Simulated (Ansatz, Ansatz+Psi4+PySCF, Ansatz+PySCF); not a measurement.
```xyz
6

C     0.0000   -0.0010   -1.0967
C     0.0000    0.1855    0.1926
C     0.0000    0.0286    1.5186
N     0.0000   -0.0447    2.7120
H     0.0000   -1.0018   -1.5307
H     0.0000    0.8334   -1.7957
```

Basis set: cc-pVTZ (spherical functions). Frozen core: 4 orbitals. Correlation on ROHF uses semicanonical orbitals with singles. Charge 0, multiplicity 2.

Computed with Ansatz (development build ahead of 0.2.0); each method stands on the lowest determinant of its kind that the runs found.

The atomization energy at this shape (free ground-state atoms in the same class of orbitals less the molecule, no zero-point energy) of doublet C3H2N:

```
      method  atomization energy
ROHF-CCSD(T)            27.10 eV
     UHF-MP2            26.78 eV
```

What does ROHF-MP2 give?

28.09 eV. Caution for ROHF-CCSD(T), ROHF-MP2: an unrestricted determinant lies well below. Caution for ROHF-MP2, UHF-MP2: forces differ strongly between restricted and unrestricted references. Caution for UHF-MP2: the unrestricted determinant is spin contaminated.
